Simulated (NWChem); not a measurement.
Program: NWChem. System: ozone (O$_{3}$), charge 0, spin multiplicity 1, at a geometry optimised with PBE/def2-SVP. Level: MP2/def2-TZVP, 3 core orbitals frozen.

Job file:

```
start mol
memory heap 200 mb stack 800 mb global 1000 mb
geometry units angstroms nocenter noautoz
  O     -1.088940     0.000000    -0.216755
  O      0.000000     0.000000     0.433510
  O      1.088940     0.000000    -0.216755
  symmetry group C2v
end
basis spherical
  * library def2-tzvp
end
scf
  rhf
  nopen 0
  maxiter 100
  thresh 1e-7
  semidirect memsize 60000000 filesize 0
end
mp2
  freeze core 3
end
task mp2 energy
```

Part of the output:

```
             Northwest Computational Chemistry Package (NWChem) 7.3.0
             --------------------------------------------------------

                                NWChem Input Module
                                -------------------

 Scaling coordinates for geometry "geometry" by  1.889725989
 (inverse scale =  0.529177249)

 Turning off AUTOSYM since
 SYMMETRY directive was detected!

                             Geometry "geometry" -> ""
                             -------------------------

 Output coordinates in angstroms (scale by  1.889725989 to convert to a.u.)

  No.       Tag          Charge          X              Y              Z
 ---- ---------------- ---------- -------------- -------------- --------------
    1 O                    8.0000    -1.08894000     0.00000000    -0.21675500
    2 O                    8.0000     0.00000000     0.00000000     0.43351000
    3 O                    8.0000     1.08894000     0.00000000    -0.21675500

 Effective nuclear repulsion energy (a.u.)      68.9556595112

            Nuclear Dipole moment (a.u.)
            ----------------------------
        X                 Y               Z
 ---------------- ---------------- ----------------
     0.0000000000     0.0000000000     0.0000000000

      Symmetry information
      --------------------

 Group name             C2v
 Group number             16
 Group order               4
 No. of unique centers     2

      Symmetry unique atoms

     1    2


 Summary of "ao basis" -> "" (spherical)
 ------------------------------------------------------------------------------
       Tag                 Description            Shells   Functions and Types
 ---------------- ------------------------------  ------  ---------------------
 *                         def2-tzvp                  on all atoms

 Summary of "ao basis" -> "ao basis" (spherical)
 ------------------------------------------------------------------------------
       Tag                 Description            Shells   Functions and Types
 ---------------- ------------------------------  ------  ---------------------
 O                         def2-tzvp                11       31   5s3p2d1f

                                 NWChem SCF Module
                                 -----------------

  ao basis        = "ao basis"
  functions       =    93
  atoms           =     3
  closed shells   =    12
  open shells     =     0
  charge          =   0.00
  wavefunction    = RHF
  use symmetry    = T
  symmetry adapt  = T

 Summary of "ao basis" -> "ao basis" (spherical)
 ------------------------------------------------------------------------------
       Tag                 Description            Shells   Functions and Types
 ---------------- ------------------------------  ------  ---------------------
 O                         def2-tzvp                11       31   5s3p2d1f

      Symmetry analysis of basis
      --------------------------

        a1         35
        a2         13
        b1         28
        b2         17

 Forming initial guess at       0.1s

      Superposition of Atomic Density Guess
      -------------------------------------

 Sum of atomic energies:        -224.35292174

      Non-variational initial energy
      ------------------------------

 Total energy =    -224.667361
 1-e energy   =    -446.971725
 2-e energy   =     153.348705
 HOMO         =      -0.317722
 LUMO         =      -0.160998

      Symmetry analysis of molecular orbitals - initial
[...]
    41      0.328852  2 O  py                13     -0.305781  1 O  py
    75     -0.305781  3 O  py                 7     -0.272062  1 O  py
    69     -0.272062  3 O  py                10     -0.243781  1 O  py
    72     -0.243781  3 O  py

 Vector   14  Occ=0.000000D+00  E= 2.764466D-01  Symmetry=a1
              MO Center= -2.5D-16,  7.0D-18, -5.9D-02, r^2= 2.9D+00
   Bfn.  Coefficient  Atom+Function         Bfn.  Coefficient  Atom+Function
  ----- ------------  ---------------      ----- ------------  ---------------
    36      2.395244  2 O  s                  5     -1.104312  1 O  s
    67     -1.104312  3 O  s                 45     -1.070386  2 O  pz
    12     -0.957101  1 O  px                74      0.957101  3 O  px
    14     -0.352090  1 O  pz                76     -0.352090  3 O  pz
    35      0.290390  2 O  s                 34      0.220964  2 O  s

 Vector   15  Occ=0.000000D+00  E= 3.494423D-01  Symmetry=b1
              MO Center=  2.6D-15,  2.4D-17, -1.7D-01, r^2= 3.5D+00
   Bfn.  Coefficient  Atom+Function         Bfn.  Coefficient  Atom+Function
  ----- ------------  ---------------      ----- ------------  ---------------
    43      1.901036  2 O  px                 5      1.387993  1 O  s
    67     -1.387993  3 O  s                 12      1.008824  1 O  px
    74      1.008824  3 O  px                14      0.770602  1 O  pz
    76     -0.770602  3 O  pz                40      0.324420  2 O  px
    37      0.314349  2 O  px                 4      0.289660  1 O  s

 center of mass
 --------------
 x =   0.00000000 y =   0.00000000 z =   0.00000000

 moments of inertia (a.u.)
 ------------------
          16.101597694162           0.000000000000           0.000000000000
           0.000000000000         151.563562335765           0.000000000000
           0.000000000000           0.000000000000         135.461964641603

  Mulliken analysis of the total density
  --------------------------------------

    Atom       Charge   Shell Charges
 -----------   ------   -------------------------------------------------------
    1 O    8     8.17   0.79  1.18  0.62  0.97  0.38  1.72  1.81  0.65  0.00  0.04  0.00
    2 O    8     7.65   0.79  1.18  0.63  0.95  0.19  1.69  1.76  0.32  0.01  0.12  0.01
    3 O    8     8.17   0.79  1.18  0.62  0.97  0.38  1.72  1.81  0.65  0.00  0.04  0.00

       Multipole analysis of the density wrt the origin
       ------------------------------------------------

     L   x y z        total         open         nuclear
     -   - - -        -----         ----         -------
     0   0 0 0     -0.000000      0.000000     24.000000

     1   1 0 0      0.000000      0.000000      0.000000
     1   0 1 0     -0.000000      0.000000      0.000000
     1   0 0 1      0.320526      0.000000      0.000000

     2   2 0 0    -12.910006      0.000000     67.752536
     2   1 1 0     -0.000000      0.000000      0.000000
     2   1 0 1      0.000000      0.000000      0.000000
     2   0 2 0    -10.952042      0.000000      0.000000
     2   0 1 1     -0.000000      0.000000      0.000000
     2   0 0 2    -11.692443      0.000000      8.053361

                   NWChem MP2 Semi-direct Energy/Gradient Module
                   ---------------------------------------------

  Basis functions       =     93
  Molecular orbitals    =     93
  Frozen core           =      3
  Frozen virtuals       =      0
  Active alpha occupied =      9
  Active beta occupied  =      9
  Active alpha virtual  =     81
  Active beta virtual   =     81
  Use MO symmetry       = T
  Use skeleton AO sym   = T

  AO/Fock/Back tols     =   1.0D-09  1.0D-09  1.0D-09

 GA uses MA = F    GA memory limited = T

 Available:
  local mem=  1.15D+08
 global mem=  1.31D+08
 local disk=  0.00D+00
  mp2_memr nvloc                    81
  nvloc new                    81
   1 passes of   9:        4194304                      54079                  10759599.
   1 passes of   9: M    114681241           G      131054702           F     110486937.

 Semi-direct pass number   1 of   1  for RHF alpha+beta  at        1.6s
  vrange nnbf                  4335
  mp2_eaftype                    41  avail_ma_in_mb                   999
 EAF : mp2_eaftype filesize          41    5379800.
  mp2_eaf for mointskh                     41
Node 0 wrote     25.3 Mb in      0.0 s     Agg I/O rate:  1713.0 Mb/s
 Done moints_semi at        4.0s
  mp2_eaftype                    41  avail_ma_in_mb                   958
 EAF : mp2_eaftype filesize          41    5379800.
  mp2_eaf for kh                    41
 Done maket at        4.2s
 Done multipass loop at        4.2s

          -------------------------------------------
          SCF energy                -224.353284388276
          Correlation energy          -0.773731871156
          Singlet pairs               -0.463819902371
          Triplet pairs               -0.309911968785
          Total MP2 energy          -225.127016259432
          -------------------------------------------

          ---------------------------------------------------
                    Spin Component Scaled (SCS) MP2
          Same spin pairs                     -0.206607979190
          Same spin scaling factor             0.333333333333
          Opposite spin pairs                 -0.567123891966
          Opposite spin scaling fact.          1.200000000000
          SCS-MP2 correlation energy          -0.749417996756
          Total SCS-MP2 energy              -225.102702385032
          ---------------------------------------------------

 -----------------------
 Performance information
 -----------------------

 Timer overhead =  2.35D-07 seconds/call

               Nr. of calls         CPU time (s)                 Wall time (s)                GFlops
             ---------------    -------------------     ------------------------------   -------------------
Name         Min   Avg   Max    Min     Avg     Max     Min     Avg     Max   Mx/calls   Min     Max     Sum
mp2: moin     1     1     1    2.3     2.3     2.3      2.3     2.3     2.3     2.3      0.0     0.0     0.0
mp2: make     1     1     1   0.24    0.24    0.24     0.24    0.24    0.24    0.24      0.0     0.0     0.0
mp2: tota     1     1     1    2.6     2.6     2.6      2.6     2.6     2.6     2.6      0.0     0.0     0.0

 The average no. of pstat calls per process was 3.00D+00
 with a timing overhead of 7.05D-07s

 Task  times  cpu:        4.2s     wall:        4.2s

 Total times  cpu:        4.2s     wall:        4.2s
```
